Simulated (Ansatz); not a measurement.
## Coordination and energy in low-dimensional Na

These are results of DFT r2SCAN, scalar-relativistic, plane waves, PAW in Ansatz 0.2.0, not measurements.

Cutoff 500 eV, Γ-centred meshes of like density (1×1×20 for the 1-atom cell), Gaussian smearing of 0.05 eV, energies at zero smearing and 0 K, each start's symmetry kept, collinear spin.

Bulk Na (Im-3m) has 8 nearest neighbours at 3.66 Å and a cohesive energy of 1.08 eV against the spin-polarised free atom. These structures stand in vacuum and were relaxed; neighbours count within 1.1 bulk bonds.

| start | atoms × neighbours | mean bond (Å) | energy over bulk (eV/atom) |
| --- | --- | --- | --- |
| linear chain | 1×2 | 3.40 | 0.65 |
| zigzag chain | 2×2 | 3.36 | 0.56 |
| strip chain | 2×4 | 3.61 | 0.51 |

Question: Compare two estimates without free parameters: bonds of fixed strength, and a band energy that grows as the square root of coordination.

Answer: With fixed bonds an atom with z neighbours loses E_coh(1 − z/8); in the second-moment picture the band narrows as √z and it loses E_coh(1 − √(z/8)). Averaged over the atoms, in eV:
```csv
start,fixed bonds,square root,computed
linear chain,0.81,0.54,0.65
zigzag chain,0.81,0.54,0.56
strip chain,0.54,0.32,0.51
```

The rms misses are 0.17 and 0.13 eV. Fixed bonds overshoot every row: the bonds that remain grow stronger when neighbours are missing, which the square root overdoes here, though it misses by less, and the bonds shorten by up to 8 %. What is left over reflects bond lengths, electronic shells, hybridisation and moments, which neither estimate holds. In bcc metals the six second neighbours, 15 % further out, also bind; the bulk count leaves them out, and a contracted structure can pull some inside the cut.

Each run keeps its start's symmetry and one magnetic start, so lower states can exist. Rows stand on unlike meshes and boxes, so starts that end alike can differ by a few hundredths of an eV per atom.

Cost: 3 runs of about 18 core-minutes in all, on Arm Neoverse V2 (shared hosts).